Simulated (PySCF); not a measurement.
A basis-limit estimate, worked out

An elementary step of BNH₃F, closed shell (BNH₃F ([NH2][BH][F]) → BNH₂ ([BH][NH]) + HF; bonds formed: F2–H4; bonds broken: B1–F2, N3–H4). “Start” is the structure reached by relaxing down from the saddle towards the reactants; PBE0-D4/def2-TZVP structures. The saddle:

| atom | x (Å) | y (Å) | z (Å) |
| --- | --- | --- | --- |
| B1 | -0.3263 | 0.1573 | -0.5147 |
| F2 | 0.4498 | 1.3551 | 0.6201 |
| N3 | 0.0916 | -0.8464 | 0.1901 |
| H4 | 0.6049 | 0.3796 | 0.9160 |
| H5 | -0.8447 | 0.7982 | -1.3549 |
| H6 | 0.0247 | -1.8437 | 0.1434 |

Computed with PySCF 2.14 with density fitting (its default auxiliary sets; JK sets also for MP2 and CCSD(T)) (basis: def2-TZVPP and def2-QZVPP); correlated methods freeze the cores.

Energies in eV:

| quantity | saddle | start |
| --- | --- | --- |
| Hartree–Fock, triple zeta (X = 3) | -4907.98920 | -4911.83990 |
| Hartree–Fock, quadruple zeta (X = 4) | -4908.21837 | -4912.07326 |
| MP2 correlation, X = 3 | -15.98431 | -15.35593 |
| MP2 correlation, X = 4 | -17.28324 | -16.63658 |
| CCSD(T) correlation, X = 3 | -16.93138 | -16.34929 |

Q: Work out the barrier at the basis limit: extrapolate Hartree–Fock as E(X) = E∞ + A exp(−7.88 √X) and the MP2 correlation as E(X) = E∞ + B X^−2.97 (the exponents that Neese and Valeev fitted for def2-TZVPP and QZVPP), then add CCSD(T) − MP2 in triple zeta.

A: Each step is linear, so take the differences first (saddle − start): Hartree–Fock 3.85070 (X = 3) and 3.85489 (X = 4); MP2 correlation -0.62838 and -0.64666; CCSD(T) correlation -0.58209.
Two points give E∞ = E(4) + w [E(4) − E(3)], with w = 1/(exp(7.88 (2 − √3)) − 1) = 0.1377 for Hartree–Fock and w = 1/((4/3)^2.97 − 1) = 0.7407 for the correlation.
Hartree–Fock: 3.85489 + 0.1377 × 0.00419 = 3.8555 eV.
MP2 correlation: -0.64666 + 0.7407 × (-0.01828) = -0.6602 eV.
CCSD(T) − MP2: -0.58209 − (-0.62838) = 0.0463 eV.
Sum: 3.8555 + (-0.6602) + 0.0463 = 3.2416 eV, or 74.75 kcal/mol. Plain CCSD(T) in triple zeta gives 3.2686 eV, so the larger basis shifts the result by -0.0270 eV.

T1 diagnostic: at most 0.016.

Labels in which every atom is bracketed show which atoms are joined, not bond orders.

For scale, one of the runs: CCSD(T)/def2-TZVPP, 135 basis functions, launched by `OMP_NUM_THREADS=4 python run.py`. Time: 58 s of wall clock on 4 CPU threads of an Arm Neoverse V1; the host was shared. Peak host memory: 0.77 GiB.
